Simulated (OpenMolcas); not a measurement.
**One shape, several levels: HS (SMILES [SH])**

Wanted: a comparison of 6 runs (U-r2SCAN/pcseg-0, UB3LYP/pcseg-0, UPBE0/pcseg-0, USVWN5/pcseg-0, ROMP2/pcseg-0, ROCCSD(T)/pcseg-0) of HS. 

Program for the calculation: OpenMolcas 26.06.

2 further runs of the same task are left out: 1 that didn't finish, 1 set aside as unsound or not needed.

## (1) Starting point

HS: 2 atoms, total charge 0, spin state doublet. As SMILES, `[SH]`. The S1–H2 distance was set to 1.663 Å, away from the relaxed value.

Bond lengths: S1–H2 1.663 Å.

## (2) A single-point energy at U-r2SCAN/pcseg-0 (run 1)

Input file geom.xyz:

```xyz
2

S      0.852035    -0.278512     0.438145
H     -0.568010     0.185670    -0.292090
```

Input file mol.inp:

```
* HS Kohn-Sham DFT
&GATEWAY
BasLib
$CurrDir
Coord
geom.xyz
Basis
pcseg-0
Group
NoSym
&SEWARD
GridInput
Grid=UltraFine
End of Grid
&SCF
UHF
Spin
2
KSDFT
2
1.0 MGGA_X_R2SCAN
1.0 MGGA_C_R2SCAN
Thresholds
1e-10 1e-07 1e-07 1e-05
PrOrbitals
1 1
```

The basis set pcseg-0 is read from a file made from the Basis Set Exchange's data (not shown).

The run is started by

```console
$ export MOLCAS_MEM=1860
$ pymolcas mol.inp > mol.log
```

The log of the run:

```text
--- Start Module: gateway ---
[...]
--- Stop Module: gateway /rc=_RC_ALL_IS_WELL_ ---
--- Start Module: seward ---
[...]
      Basis functions           15
--- Stop Module: seward /rc=_RC_ALL_IS_WELL_ ---
--- Start Module: scf ---
[...]
       Convergence after  33 Iterations
[...]
::    Total KS-DFT energy                            -398.2074676503
[...]
      Total spin, S                                     0.5019759132
[...]
      Total electronic charge=   17.000000
      Total            charge=   -0.000000
[...]
      Dipole Moment (debye):
      Origin of the operator (angstrom)=    0.8086   -0.2643    0.4158
                   X= -1.0805E+00               Y=  3.5318E-01               Z= -5.5562E-01           Total=  1.2653E+00
      Quadrupole Moment (debye*angstrom):
[...]
--- Stop Module: scf /rc=_RC_ALL_IS_WELL_ ---
[...]
```

Wall time 7.5 s (1 thread of Arm Neoverse V2, shared host); peak memory 0.37 GiB.

## (3) The energy at UB3LYP/pcseg-0 (run 2)

geom.xyz is that of step 2.

Input file mol.inp:

```
* HS Kohn-Sham DFT

&GATEWAY
  BasLib = $CurrDir
  Coord = geom.xyz
  Basis = pcseg-0
  Group = NoSym

&SEWARD
  GridInput
  Grid=UltraFine
  End of Grid

&SCF
  UHF
  Spin = 2
  KSDFT = B3LYP
  Thresholds = 1e-10 1e-07 1e-07 1e-05
  PrOrbitals = 1 1
```

The basis set pcseg-0 is read from a file made from the Basis Set Exchange's data (not shown).

The run is started by

```console
$ export MOLCAS_MEM=1860
$ pymolcas mol.inp > mol.log
```

The log of the run:

```text
--- Start Module: gateway ---
[...]
--- Stop Module: gateway /rc=_RC_ALL_IS_WELL_ ---
--- Start Module: seward ---
[...]
      Basis functions           15
--- Stop Module: seward /rc=_RC_ALL_IS_WELL_ ---
--- Start Module: scf ---
[...]
       Convergence after 349 Iterations
[...]
::    Total KS-DFT energy                            -398.2632249024
[...]
      Total spin, S                                     0.5013914137
[...]
      Total electronic charge=   17.000000
      Total            charge=   -0.000000
[...]
      Dipole Moment (debye):
      Origin of the operator (angstrom)=    0.8086   -0.2643    0.4158
                   X= -9.1688E-01               Y=  2.9971E-01               Z= -4.7149E-01           Total=  1.0737E+00
      Quadrupole Moment (debye*angstrom):
[...]
--- Stop Module: scf /rc=_RC_ALL_IS_WELL_ ---
[...]
```

Run time: 54 s. Hardware: 1 thread of Arm Neoverse V2, shared host; peak memory 0.37 GiB.

Runs 3 to 4 aren't shown in full; the table further down has their settings and results.

## (4) A single-point energy at ROMP2/pcseg-0 (run 5)

geom.xyz is that of step 3.

Input file mol.input:

```
&GATEWAY
BasLib=$CurrDir
Coord=geom.xyz
Basis=pcseg-0
Group=NoSym
&SEWARD
&SCF
UHF
Spin=2
Thresholds=1e-10 1e-07 1e-07 1e-05
PrOrbitals=1 1
&RASSCF
FileOrb=$Project.UnaOrb
Spin=2
Nactel=1 0 0
Inactive=8
Ras2=1
OutOrbitals=Canonical
OrbListing=Nothing
&CASPT2
IPEA=0.0
Frozen=5
```

The basis set pcseg-0 is read from a file made from the Basis Set Exchange's data (not shown).

The run is started by

```console
$ export MOLCAS_MEM=1860
$ pymolcas mol.input > mol.log
```

The log of the run:

```text
--- Start Module: gateway ---
[...]
--- Stop Module: gateway /rc=_RC_ALL_IS_WELL_ ---
[...]
      Basis functions           15
[...]
       Convergence after  12 Iterations
[...]
::    Total SCF energy                               -397.5494481145
[...]
      Total spin, S                                     0.5216503480
[...]
--- Start Module: rasscf ---
[...]
      Number of active orbitals                  1
[...]
      Spin quantum number                      0.5
[...]
      Active orbitals                            1
[...]
      Number of CSFs                             1
[...]
      Number of root(s) required                 1
[...]
      Convergence after  6 iterations
[...]
      printout of CI-coefficients larger than  0.05 for root  1
      energy=    -397.547889
      conf/sym  1     Coeff  Weight
             1  u   1.00000 1.00000
      Natural orbitals and occupation numbers for root  1
      sym 1:   1.000000
      ************************************************************************************************************************
      *                                                    Final results                                                     *
[...]
::    RASSCF root number  1 Total energy:   -397.54788893
[...]
      Total electronic charge=   17.000000
      Total            charge=   -0.000000
[...]
      Dipole Moment (debye):
      Origin of the operator (angstrom)=    0.8086   -0.2643    0.4158
                   X= -1.0316E+00               Y=  3.3721E-01               Z= -5.3049E-01           Total=  1.2080E+00
      Quadrupole Moment (debye*angstrom):
[...]
--- Stop Module: rasscf /rc=_RC_ALL_IS_WELL_ ---
--- Start Module: caspt2 ---
[...]
      E2 (Variational):          -0.0469097281
      Total energy:            -397.5947986606
[...]
      Reference weight:           0.97637
[...]
::    CASPT2 Root  1     Total energy:   -397.59479866
[...]
```

Run time: 2 s. Hardware: 1 thread of Arm Neoverse V2, shared host; peak memory 0.37 GiB.

## (5) The energy at ROCCSD(T)/pcseg-0 (run 6)

geom.xyz is that of step 4.

Input file mol.inp:

```
&gateway
 baslib
 $CurrDir
 coord
 geom.xyz
 basis
 pcseg-0
 group
 NoSym

&seward

&scf
 uhf
 spin
 2
 thresholds
 1e-10 1e-07 1e-07 1e-05
 prorbitals
 1 1

&rasscf
 fileorb
 $Project.UnaOrb
 spin
 2
 nactel
 1 0 0
 inactive
 8
 ras2
 1
 outorbitals
 Canonical
 orblisting
 Nothing

&motra
 jobiph
 frozen
 5

&ccsdt
 cct
 triples
 3
 iterations
 80
 accuracy
 1e-08
 extrapolation
 5 4
```

The basis set pcseg-0 is read from a file made from the Basis Set Exchange's data (not shown).

The run is started by

```console
$ export MOLCAS_MEM=1860
$ pymolcas mol.inp > mol.log
```

The log of the run:

```text
--- Start Module: gateway ---
[...]
--- Stop Module: gateway /rc=_RC_ALL_IS_WELL_ ---
[...]
      Basis functions           15
[...]
       Convergence after  12 Iterations
[...]
::    Total SCF energy                               -397.5494481145
[...]
      Total spin, S                                     0.5216503480
[...]
      Number of active orbitals                  1
[...]
      Spin quantum number                      0.5
[...]
      Active orbitals                            1
[...]
      Number of CSFs                             1
[...]
      Number of root(s) required                 1
[...]
      Convergence after  6 iterations
[...]
      printout of CI-coefficients larger than  0.05 for root  1
      energy=    -397.547889
      conf/sym  1     Coeff  Weight
             1  u   1.00000 1.00000
      Natural orbitals and occupation numbers for root  1
      sym 1:   1.000000
      ************************************************************************************************************************
      *                                                    Final results                                                     *
[...]
::    RASSCF root number  1 Total energy:   -397.54788893
[...]
      Total electronic charge=   17.000000
      Total            charge=   -0.000000
[...]
      Dipole Moment (debye):
      Origin of the operator (angstrom)=    0.8086   -0.2643    0.4158
                   X= -1.0316E+00               Y=  3.3721E-01               Z= -5.3049E-01           Total=  1.2080E+00
      Quadrupole Moment (debye*angstrom):
[...]
--- Start Module: motra ---
[...]
--- Start Module: ccsdt ---
[...]
      Convergence after                    16  Iterations
      Total energy (diff) :    -397.60912176      -0.00000001
[...]
 METHOD                       : CCSD+T(CCSD)+<T3(1)WT1>+<T3(1)UT2> = CCSD(T)
[...]
       CCSD     =      -397.6091217640841
[...]
```

It took 2.1 s on 1 thread of Arm Neoverse V2, shared host; peak memory 0.37 GiB.

## (6) All runs side by side

| run | level | integration grid | frozen core orbitals | energy (Eh) | dipole moment (D) | HOMO energy (eV) | LUMO energy (eV) | wall time |
| --- | --- | --- | --- | --- | --- | --- | --- | --- |
| 1 | U-r2SCAN/pcseg-0 | UltraFine | – | -398.207468 | 1.27 | -6.19 | -5.35 | 7.5 s |
| 2 | UB3LYP/pcseg-0 | UltraFine | – | -398.263225 | 1.07 | -6.92 | -4.78 | 54 s |
| 3 | UPBE0/pcseg-0 | UltraFine | – | -398.094257 | 1.22 | -7.24 | -4.46 | 2.7 s |
| 4 | USVWN5/pcseg-0 | UltraFine | – | -396.865561 | 1.25 | -6.03 | -5.80 | 2.5 s |
| 5 | ROMP2/pcseg-0 | – | 5 | -397.594799 | – | – | – | 2 s |
| 6 | ROCCSD(T)/pcseg-0 | – | 5 | -397.609660 | – | – | – | 2.1 s |

## (7) What came out

| quantity | value |
| --- | --- |
| run 6: total energy | -397.60966 Eh |
| run 6: (T) correction | -0.54 mEh |

In words: Over runs 1, 2, 3, 4 the dipole moment (its size) runs from 1.07 D (UB3LYP/pcseg-0) to 1.27 D (U-r2SCAN/pcseg-0). Totals of different functionals can't be ranked against each other. All runs together took 71 s, the longest 54 s.
